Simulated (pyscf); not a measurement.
## Four-centre exchange: `[CH3][Si]([Cl])([Cl])[Cl]` + `[H][H]` → `[CH3][Si]([Cl])([Cl])[Cl]` + `[H][H]`

Gas phase, singlet surface, charge 0. Bonds broken: C1–H6, H9–H10. Bonds formed: C1–H9, H6–H10. Single points on ωB97X-D3(BJ)/def2-SVP structures (PySCF, gas phase).

Transition state (Å):

```xyz
10

C     -0.2026     0.4153    -0.8947
Si    -1.3818    -0.6638    -0.0007
Cl    -0.6821    -2.5878    -0.1143
Cl    -3.1567    -0.6410    -1.0271
Cl    -1.8079    -0.2848     1.9616
H      0.4458     0.6851     0.5773
H     -0.2004    -0.0576    -1.9061
H      0.4762     1.2569    -0.9410
H     -0.6713     1.5635     0.1643
H     -0.0608     1.4604     0.9452
```

One imaginary mode, 2101i cm⁻¹; descent along it reached the two sides named.

```csv
bond,change,reactant side (Å),saddle,product side
C1–H6,breaks,1.099,1.631,3.5
H9–H10,breaks,0.760,0.997,3.2
C1–H9,forms,3.5,1.631,1.100
H6–H10,forms,3.2,0.997,0.760
```

Electronic energies relative to the separated reactants (kcal/mol):

| level | barrier | reaction energy | reverse barrier |
|---|---|---|---|
| ωB97X-D3(BJ)/def2-TZVP | 118.2 | 0.0 | 118.2 |
| PBE/def2-TZVP | 107.2 | 0.0 | 107.2 |
| r²SCAN/def2-TZVP | 112.7 | 0.0 | 112.7 |
| B3LYP-D3(BJ)/def2-TZVP | 114.8 | 0.0 | 114.8 |
| PBE0-D3(BJ)/def2-TZVP | 112.3 | 0.0 | 112.3 |
| M06-2X/def2-TZVP | 119.8 | 0.0 | 119.8 |
| ωB97M-D3(BJ)/def2-TZVP | 115.1 | 0.0 | 115.1 |
| HF/def2-TZVP | 147.4 | 0.0 | 147.4 |

With ωB97M-D3(BJ)/def2-TZVP energies and thermal terms (ideal gas, 1 atm, RRHO with modes under 100 cm⁻¹ raised to 100, one conformer, R ln 2 for chiral ones without a mode under 150 cm⁻¹), in kcal/mol:

| T (K) | ΔH‡ | ΔG‡ | ΔH | ΔG |
|---|---|---|---|---|
| 298 | 113.7 | 122.0 | 0.0 | 0.0 |
| 600 | 112.9 | 130.9 | 0.0 | 0.0 |
| 900 | 112.9 | 140.0 | 0.0 | 0.0 |
| 1200 | 113.3 | 148.9 | 0.0 | 0.0 |

From the product side, CH₃• + Cl–Si•(Cl)–Cl + H₂ lies, by one bond made or cut, 16.0 kcal/mol under this saddle at ωB97M-D3(BJ)/def2-TZVP. The same reactants have a lower exit, to CH₃• + Cl–Si•(Cl)–Cl + H₂ (no saddle counted: cutting one bond costs +99.0 kcal/mol at ωB97M-D3(BJ)/def2-TZVP, against +115.1 kcal/mol here). This is the saddle that the search found; another between the same sides may lie lower.
